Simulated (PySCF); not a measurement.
Species: C₃H₄O.
Atom-mapped SMILES: `[CH:1]1=[CH:2][O:3][CH2:4]1` (hydrogens: H5 on C1; H6 on C2; H7, H8 on C4)

Method: PBE0-D3(BJ)/def2-SVP geometry optimisation, gas phase (PySCF 2.14.0); density fitting, grid level 1; the optimiser is geomeTRIC in internal coordinates, started from a GFN2-xTB structure.

Step 0: E = -5211.1920 eV
```
atom  x, y, z in Å  |  force x, y, z in eV/Å
C1      0.5281   -0.1800   -0.2053   -0.190  -0.255  -0.226
C2      0.6392    0.7235    0.7701   -1.013  -0.462  -0.248
O3     -0.6861    0.7396    1.1469   -0.086   0.451   0.535
C4     -0.9376   -0.2448    0.1191    0.787   0.293   0.111
H5      1.1613   -0.6639   -0.9146    0.537  -0.308  -0.491
H6      1.3831    1.3330    1.2452    0.424   0.446   0.383
H7     -1.3093   -1.1757    0.5452   -0.165  -0.340   0.202
H8     -1.6268    0.1369   -0.6328   -0.294   0.175  -0.265
```

Step 1: E = -5211.2312 eV
```
atom  x, y, z in Å  |  force x, y, z in eV/Å
C1      0.5326   -0.1932   -0.2209    0.025  -0.020  -0.030
C2      0.6251    0.7143    0.7621    0.126   0.148   0.146
O3     -0.6866    0.7469    1.1564    0.029  -0.015  -0.024
C4     -0.9306   -0.2413    0.1218   -0.132  -0.094  -0.080
H5      1.1956   -0.6742   -0.9354   -0.037   0.018   0.026
H6      1.3731    1.3429    1.2586   -0.059  -0.070  -0.068
H7     -1.3192   -1.1762    0.5602    0.019   0.047  -0.012
H8     -1.6382    0.1494   -0.6292    0.029  -0.014   0.042
```

Problem. Estimate the geometry and energy of step 2. (The exact step hangs on the optimiser's Hessian estimate; all steps are aligned on step 1, rigid shifts and turns removed.)

Solution. E = -5211.2313 eV, largest force 0.123 eV/Å
```
atom  x, y, z in Å  |  force x, y, z in eV/Å
C1      0.5314   -0.1914   -0.2184    0.089  -0.033  -0.061
C2      0.6291    0.7170    0.7648   -0.104  -0.057  -0.032
O3     -0.6849    0.7453    1.1538   -0.046   0.066   0.090
C4     -0.9328   -0.2438    0.1194    0.050   0.029   0.011
H5      1.1927   -0.6722   -0.9326    0.004  -0.007  -0.012
H6      1.3767    1.3433    1.2579   -0.009  -0.009  -0.009
H7     -1.3206   -1.1768    0.5586    0.009   0.005   0.006
H8     -1.6397    0.1473   -0.6298    0.006   0.006   0.006
```

The energy changes by -0.0001 eV. The first-order estimate −F·Δx gives -0.0019 eV and the mean of the old and new forces, exact on a quadratic surface, -0.0001 eV. The step makes an angle of 58° with the force vector and moves no atom by more than 0.006 Å.

The cost below is that of the whole optimisation. On one thread of an Arm Neoverse V1, no GPU (shared host), this took 6.2 s wall and 0.41 GiB of memory at its peak.
